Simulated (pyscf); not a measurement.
This saddle point was located with ωB97X-D3(BJ)/def2-SVP in PySCF.

```
Si
H 1 1.4892
C 1 1.8669 2 112.19
H 3 1.1009 1 110.57 2 178.21
H 3 1.1014 4 108.36 1 -121.29
H 3 1.1021 4 108.49 5 -117.59
H 1 1.5915 2 109.32 3 122.59
H 7 1.1809 2 149.03 1 -179.75
Cl 1 2.0712 2 108.17 7 116.42
```
Charge 0, spin multiplicity 2.

Surface: doublet, charge 0. Lowest wavenumbers (cm⁻¹): 1020i, 157, 163, 182, 199.

Problem. Which two sides does it connect, and which bonds change?

Solution. `[CH3][SiH2][Cl]` + `[H]` [doublet] <-> `[CH3][SiH][Cl]` [doublet] + `[H][H]`, a hydrogen abstraction read from left to right: H–Si broken and H–H formed. At ωB97M-D3(BJ)/def2-TZVP it lies +4.8 kcal/mol from the left side and +15.3 kcal/mol from the right (each side as separated species at their lowest minima found). One saddle was located; it need not be the lowest between these sides. The angle at the transferred H is 177°.
